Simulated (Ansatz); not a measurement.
Relaxation of C₂HO₂ (5 atoms, charge 0, multiplicity 2), to a largest force component of 0.02 eV/Å in at most 40 steps.

Method: Ansatz 0.2.0, UKS BLYP-D4/def2-SVP.

```xyz
5
Properties=species:S:1:pos:R:3:forces:R:3
O -0.377 -2.068 0.925 -0.09 -1.79 0.80
C -0.054 -1.029 0.463 0.16 -0.87 0.40
C -0.138 0.123 -0.060 -0.71 2.42 -1.11
O 0.574 1.135 -0.497 1.03 -0.03 0.04
H -0.005 1.839 -0.830 -0.40 0.26 -0.13
```

Task: Where does it end, and by what steps?

Result: The forces met the threshold. After 6 steps the energy has fallen by 0.165 eV; C3 moved furthest, 0.17 Å.

| step | energy less start (eV) | largest force component (eV/Å) | accepted |
| --- | --- | --- | --- |
| 0 | 0.0000 | 2.423 | yes |
| 1 | -0.0974 | 0.670 | yes |
| 2 | -0.1279 | 0.535 | yes |
| 3 | -0.1537 | 0.715 | yes |
| 4 | -0.1629 | 0.348 | yes |
| 5 | -0.1651 | 0.101 | yes |
| 6 | -0.1655 | 0.009 | yes |

```xyz
5
Properties=species:S:1:pos:R:3
O -0.273 -2.099 0.941
C -0.096 -1.023 0.460
C -0.301 0.173 -0.086
O 0.586 1.094 -0.478
H 0.084 1.856 -0.836
```

Whether the end is a true minimum wasn't checked by a vibrational analysis.

The run took 14 s on 1 thread of Arm Neoverse V2, on a shared host, peak memory 0.11 GiB.
